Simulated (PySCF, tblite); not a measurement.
# HF2−, a complex of two parts: NMR shifts, interaction energy, infrared bands, spin-spin couplings and core binding energies

One table from this session's results is given with a row withheld; the runs are named, their logs left out.

Computed with tblite 0.8.0 and PySCF 2.14.0; each step states its level. No surroundings beyond the atoms listed, unless a continuum is named. Atoms count from 0, parts from 1.

### Starting point

3 atoms, charge -1, multiplicity 1; geometry: rigid parts in contact. Parts: 1 = atoms 0–1, `F`, charge 0; 2 = atom 2, `[F-]`, charge -1.

Set-up of the first run:

The job: settings as JSON, then the geometry in Å.

```
{"job": {"kind": "dock", "xc": "GFN2-xTB", "basis": "xTB"}, "charge": -1, "multiplicity": 1, "parts": [{"atoms": "0-1", "charge": 0, "multiplicity": 1}, {"atoms": "2-2", "charge": -1, "multiplicity": 1}]}
F      0.466090     0.011118     0.002595
H     -0.466090    -0.011118    -0.002595
F     -0.631254     0.241534     2.335102
```

With the program's defaults for keys left out, this is: GFN2-xTB search for minima from random contacts, gas phase.

Run with:

```console
$ OMP_NUM_THREADS=1 python cluster_run.py task.json out
```

One launch serves the whole session: the jobs run in the order shown.

Steps of the session up to this table: Bringing the parts together with GFN2-xTB; Geometry optimisation at PBE0-D3(BJ)/def2-TZVPD; Nuclear shieldings: PBE0/aug-pcSseg-2; Coupled-cluster interaction energy: CCSD(T) and MP2.

One of the session's tables, all rows but one given; the rest of the session is left out.

It belongs to the step «Coupled-cluster interaction energy: CCSD(T) and MP2». 

```
                 method  interaction energy (kcal/mol)
         HF/aug-cc-pVDZ                         -67.57
        MP2/aug-cc-pVDZ                         -60.74
       CCSD/aug-cc-pVDZ                         -61.27
    CCSD(T)/aug-cc-pVDZ                              ?
         HF/aug-cc-pVQZ                         -69.28
        MP2/aug-cc-pVQZ                         -64.53
    SCS-MP2/aug-cc-pVQZ                         -63.30
      MP2, extrapolated                         -65.03
CCSD(T), limit estimate                         -64.99
```

Estimate the missing values for CCSD(T)/aug-cc-pVDZ.

The run gave: interaction energy (kcal/mol): -60.70. In the column «interaction energy (kcal/mol)» it is the highest.

At this geometry H1 is shared between F0 (1.14 Å) and F2 (1.14 Å): a shared proton, so the energy depends on which part it is counted to.

Limits of these values: The interaction energy leaves out the deformation of the parts, 21.38 kcal/mol at MP2. So large a deformation means that a part is far from its own minimum, so a sum across the two methods would be rough.
